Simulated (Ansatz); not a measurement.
in.yaml

```yaml
crystal:
  periodic: [false, false, false]
  atoms:
    - {symbol: C, position_ang: [-1.376071, 0.000000, 0.000000]}
    - {symbol: H, position_ang: [-1.739276, 1.027301, 0.000000]}
    - {symbol: H, position_ang: [-1.739277, -0.513650, 0.889668]}
    - {symbol: H, position_ang: [-1.739276, -0.513650, -0.889669]}
    - {symbol: H, position_ang: [0.166929, 0.000000, 0.000000]}
    - {symbol: C, position_ang: [1.437929, 0.000000, 0.000000]}
    - {symbol: H, position_ang: [1.437929, -1.080023, 0.000000]}
    - {symbol: H, position_ang: [1.437929, 0.540011, 0.935327]}
    - {symbol: H, position_ang: [1.437929, 0.540011, -0.935327]}
basis:
  gaussian: {orbitals: cc-pVDZ}
magnetization: {spin_polarized: true, initial_magnetization: 1}
correlation: {method: ccsdt_q, electrons: outside_noble_gas}
```

```sh
$ ansatz run in.yaml --threads 2 --pin off --events-out ev --progress --plain --max-ram 16896MiB --backend cuda --devices 0, --max-vram 18GiB
```

Log:

```
1200 factors; integrals over basis functions are off by at most 2.5e-7 eV
mean field evaluation 1: about -2166.7700 eV, gradient 1.6e1 eV
mean field evaluation 2: about -2166.8229 eV, gradient 1.6e1 eV
mean field evaluation 4: about -2168.4779 eV, gradient 2.0e0 eV
mean field evaluation 8: about -2168.5416 eV, gradient 1.1e-3 eV
mean field evaluation 16: about -2168.4197 eV, gradient 2.0e0 eV
mean field -2168.54164202 eV, -79.6924354538 hartree, gradient 2.3e-6 eV, S^2 0.800435; 0 other end points of the search recorded, 0 dependent functions left out
2 core orbitals not correlated: weight in the atoms' cores, before any rotation towards them, 1.000 or more for the frozen orbitals, at most 0.000 for the correlated occupied ones
reference -2168.54164202 eV, -79.6924354538 hartree; 8, 7 occupied and 53, 54 virtual orbitals, 1200 factors
second order -8.31494010 eV of doubles, -0.00000000 eV of singles
cycle   1  -9.19264344 eV  change   -8.8e-1 eV  update   7.6e-2
cycle   2  -9.71488330 eV  change   -5.2e-1 eV  update   3.2e-2
cycle   3  -9.84320272 eV  change   -1.3e-1 eV  update   1.5e-2
cycle   4  -9.82983240 eV  change    1.3e-2 eV  update   6.3e-3
cycle   5  -9.83281048 eV  change   -3.0e-3 eV  update   2.5e-3
cycle   6  -9.83443633 eV  change   -1.6e-3 eV  update   1.1e-3
cycle   7  -9.83423581 eV  change    2.0e-4 eV  update   4.9e-4
cycle   8  -9.83471357 eV  change   -4.8e-4 eV  update   2.4e-4
cycle   9  -9.83468118 eV  change    3.2e-5 eV  update   9.3e-5
cycle  10  -9.83453881 eV  change    1.4e-4 eV  update   4.1e-5
cycle  11  -9.83459291 eV  change   -5.4e-5 eV  update   1.6e-5
cycle  12  -9.83459914 eV  change   -6.2e-6 eV  update   6.4e-6
cycle  13  -9.83460729 eV  change   -8.2e-6 eV  update   2.9e-6
cycle  14  -9.83460826 eV  change   -9.6e-7 eV  update   1.4e-6
perturbative correction -0.01197829 eV, -0.0004401942 hartree
Total energy: -2178.38822857 eV, -80.0542908352 hartree
```

Ran on 2 threads of AMD EPYC 7R13 with a shared H100 80 GB, shared host: 6 s wall, 0.89 GiB peak host memory.
